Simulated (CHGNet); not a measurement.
## hcp Hf

Level of theory: the machine-learned potential CHGNet 0.3.0 (trained on PBE and PBE+U data).

Cell: relaxed at this level.

```json
{
  "lattice_parameter_a": "3.164 Å",
  "lattice_parameter_c": "5.162 Å",
  "volume_per_atom": "22.38 Å³/atom"
}
```

Measured, for comparison: lattice constant a 3.194 Å (293 K, not corrected to a static lattice, our sources range from 3.194 to 3.200; as tabulated in Wikipedia's data pages); lattice parameter c 5.051 Å (293 K, not corrected to a static lattice; as tabulated in Wikipedia's data pages). Computed (rounded) less measured: lattice constant a -0.9 % (-0.9 % to -1.1 % over the range), lattice parameter c +2.2 %. A static lattice is as a rule a little smaller and stiffer than an uncorrected measurement, which narrows the difference in the lattice constant a and would widen misses of the other sign.

A machine-learned potential is trained on density-functional data: it inherits that level's misses and adds fitting errors of its own.
